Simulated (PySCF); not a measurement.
difluoromethane (CH2F2), SMILES FCF.

Geometry optimised at TPSSh-D3(BJ)/def2-TZVP.

Method: TDA-B3LYP/def2-SVPD in PySCF.

Vertical excitations. The molecule is in vacuum. State labels are in the subgroup C2v.

Computed lowest excited states:
```tsv
state	symmetry	energy (eV)	λ (nm)	f	main pairs
S1	B2	9.20	135	0.030	HOMO→LUMO 99 %
S2	A2	9.90	125	0.000	HOMO→LUMO+1 98 %
S3	B2	10.43	119	0.017	HOMO→LUMO+2 98 %
S4	A1	10.78	115	0.072	HOMO→LUMO+3 96 %
S5	B1	10.81	115	0.033	HOMO−1→LUMO 98 %
S6	A1	11.17	111	0.001	HOMO−2→LUMO 90 %
S7	A2	11.34	109	0.000	HOMO−3→LUMO 98 %
S8	A1	11.62	107	0.022	HOMO−1→LUMO+1 88 %
S9	B1	11.88	104	0.011	HOMO−1→LUMO+2 51 %, HOMO−2→LUMO+1 46 %
S10	B2	12.00	103	0.004	HOMO−3→LUMO+1 57 %, HOMO→LUMO+4 38 %
T1	B2	8.91	139	0	HOMO→LUMO 97 %
T2	A2	9.44	131	0	HOMO→LUMO+1 94 %
T3	B2	9.98	124	0	HOMO→LUMO+2 92 %
T4	A1	10.17	122	0	HOMO→LUMO+3 90 %
```
Triplets are in the Tamm–Dancoff approximation.
